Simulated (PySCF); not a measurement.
Compound: quinoxaline radical anion, C8H6N2 (charge -1 and doublet state).
Z-matrix (Å and degrees, PBE0-D3(BJ)/def2-SVP geometry), rows numbered from 1:
```
C 
C   1  1.3950
C   2  1.3993  1  119.95
C   3  1.4134  2  121.74  1     0.00
N   4  1.3612  3  120.08  2   180.00
C   5  1.3491  4  114.78  3   179.97
C   6  1.3838  5  123.60  4     0.02
N   7  1.3490  6  123.61  5     0.00
C   8  1.3613  7  114.75  6    -0.02
C   1  1.3994  2  119.87  3     0.01
H   1  1.0952  2  120.24  3  -179.98
H   2  1.0952  1  120.19  3   180.00
H   3  1.0939  2  121.50  1  -179.98
H   6  1.1001  5  116.78  4  -179.97
H   7  1.1001  6  119.60  5  -180.00
H  10  1.0939  1  121.49  2  -179.99
```

Identity: quinoxaline radical anion (`C1=CC=C2N=CC=NC2=C1`) [SMILES of the parent framework; charge -1 and doublet state].

Level of theory: PySCF 2.14.0, UKS B3LYP, IGLO-III on C N, pcH-1 on H, non-relativistic, mean-field spin-orbit, GIAO. Whether the extra electron is bound in the gas phase wasn't checked; a finite basis holds it in any case. The geometry's basis has no diffuse functions, a weakness for an anion. The SCF solution wasn't tested for stability. No frequencies were computed at this geometry's level, so the symmetric structure isn't shown to be a minimum.

Largest spin populations (Mulliken): N8 (+0.30), N5 (+0.30), C10 (+0.15) and C3 (+0.15).

Task: McConnell's relation a(H) = Q·ρ ties the coupling of a proton on a planar π carbon to the spin population of that carbon. What Q do the computed values give?

Result: 
| H | C | ρ(C) | a(H) (G) | a/ρ (G) |
| --- | --- | --- | --- | --- |
| H13 | C3 | +0.154 | -3.58 | -23.3 |
| H14 | C6 | +0.083 | -3.08 | -36.9 |
| H15 | C7 | +0.083 | -3.06 | -37.1 |
| H16 | C10 | +0.154 | -3.59 | -23.3 |

A least-squares line through the origin gives Q = -26.4 G with Mulliken populations. In every row coupling and population have opposite signs.

Couplings in gauss use g_iso = 2.0033.
